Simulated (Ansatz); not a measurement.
Two shapes of doublet HS2.

Shape 1:

```xyz
3

H     0.0000    0.1659   -1.3181
S     0.0000   -0.7584   -0.1700
S     0.0000    0.5925    1.4881
```

Shape 2:

```xyz
3

H     0.0000    0.1536   -1.2204
S     0.0000   -0.7022   -0.1574
S     0.0000    0.5486    1.3778
```

Basis set: def2-SVP (spherical functions). Correlated methods keep 10 orbitals frozen. Correlation on ROHF uses semicanonical orbitals with singles. Charge 0, multiplicity 2.

Computed with Ansatz (development build ahead of 0.2.0); each method stands on the lowest determinant of its kind that the runs found.

Problem. Which shape is lower in energy, and by how much in each method?

Solution.

```
     method  E(2) − E(1) (eV)
       ROHF            -0.348
        UHF            -0.353
   ROHF-MP2            -0.398
    UHF-MP2            -0.394
UHF-CCSD(T)            -0.288
```

Shape 2 is lower.
